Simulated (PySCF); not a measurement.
Gas-phase thermal properties of C4H8 (cyclic)

Method: PySCF energies (xtb for GFN2) plus ideal-gas RRHO corrections (1 bar). Table values come from the NASA 1993 polynomials. 6-31G* has spherical d functions here. All species are closed-shell singlets. B3LYP is the form with VWN-RPA correlation. The harmonic model lacks anharmonicity and excited electronic states, which grow with temperature; levels with a mode under 35 cm⁻¹ are left out. The table's entry may be an old estimate for C4H8 (cyclic) (not checked at source).

```json
[
 {"level": "table", "point group": "-", "σ": "-", "ZPE (kJ/mol)": "-", "S°298 (J/mol/K)": "264.5", "Cp298 (J/mol/K)": "70.6", "S°1000 (J/mol/K)": "424.6", "H1000 − H298 (kJ/mol)": "102.0"},
 {"level": "B3LYP/6-31G*", "point group": "D2d", "σ": "4", "ZPE (kJ/mol)": "292.5", "S°298 (J/mol/K)": "263.7", "Cp298 (J/mol/K)": "69.0", "S°1000 (J/mol/K)": "422.2", "H1000 − H298 (kJ/mol)": "101.0"},
 {"level": "GFN2-xTB", "point group": "D2d", "σ": "4", "ZPE (kJ/mol)": "288.2", "S°298 (J/mol/K)": "268.9", "Cp298 (J/mol/K)": "67.9", "S°1000 (J/mol/K)": "427.4", "H1000 − H298 (kJ/mol)": "101.2"},
 {"level": "HF/6-31G*", "point group": "D2d", "σ": "4", "ZPE (kJ/mol)": "311.8", "S°298 (J/mol/K)": "261.1", "Cp298 (J/mol/K)": "63.6", "S°1000 (J/mol/K)": "410.2", "H1000 − H298 (kJ/mol)": "95.5"},
 {"level": "PBE/def2-SVP", "point group": "D2d", "σ": "4", "ZPE (kJ/mol)": "282.1", "S°298 (J/mol/K)": "265.4", "Cp298 (J/mol/K)": "72.2", "S°1000 (J/mol/K)": "429.5", "H1000 − H298 (kJ/mol)": "104.3"},
 {"level": "PBE0/def2-TZVP", "point group": "D2d", "σ": "4", "ZPE (kJ/mol)": "291.5", "S°298 (J/mol/K)": "262.9", "Cp298 (J/mol/K)": "69.3", "S°1000 (J/mol/K)": "422.3", "H1000 − H298 (kJ/mol)": "101.6"}
]
```
σ: rotational symmetry number. Electronic degeneracy used: 1. Frequencies are unscaled.
